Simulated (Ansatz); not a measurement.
Geometry optimisation, RKS PBE/def2-SVP in Ansatz 0.2.0.

input.yaml

```yaml
crystal:
  periodic: [false, false, false]
  atoms:
    - { symbol: O, position_ang: [-0.21551, 1.20044, -0.37982] }
    - { symbol: C, position_ang: [0.3192, 0.16295, 0.46208] }
    - { symbol: C, position_ang: [0.25498, -1.10076, 0.07915] }
    - { symbol: F, position_ang: [-0.36621, -1.41025, -1.04745] }
    - { symbol: H, position_ang: [-0.62627, 0.78786, -1.18014] }
    - { symbol: H, position_ang: [-0.8504, 1.77895, 0.10018] }
    - { symbol: H, position_ang: [0.81257, 0.52179, 1.34897] }
    - { symbol: H, position_ang: [0.67164, -1.94096, 0.61702] }
total_charge: 1
basis:
  gaussian: { orbitals: def2-SVP }
hamiltonian:
  xc: pbe
relax:
  f_tol: 0.015
  max_steps: 40
output:
  orbitals: {}
```

Command:

```bash
$ ansatz run input.yaml --threads 1 --pin off --max-ram 2048MiB --backend cpu --events-out ev --progress --plain --runs-dir out
```

**Question.** Where does it end, and by what steps?

**Answer.** The forces met the threshold. Limits of this set-up: the dipole of an ion depends on the origin. After 8 steps the energy has fallen by 0.069 eV; H7 moved furthest, 0.08 Å.

```tsv
step	energy less start (eV)	largest force component (eV/Å)	accepted
0	0.0000	0.762	yes
1	-0.0510	0.414	yes
2	-0.0586	0.345	yes
3	-0.0541	0.563	no
4	-0.0676	0.107	yes
5	-0.0680	0.046	yes
6	-0.0686	0.026	yes
7	-0.0687	0.016	yes
8	-0.0687	0.004	yes
```

```xyz
8
Properties=species:S:1:pos:R:3
O -0.222 1.181 -0.365
C 0.345 0.157 0.511
C 0.239 -1.107 0.080
F -0.410 -1.349 -1.057
H -0.579 0.774 -1.202
H -0.915 1.750 0.058
H 0.870 0.574 1.378
H 0.671 -1.980 0.597
```

Whether the end is a true minimum wasn't checked by a vibrational analysis.

Time of the run: 9.6 s on 1 CPU thread of a shared host.
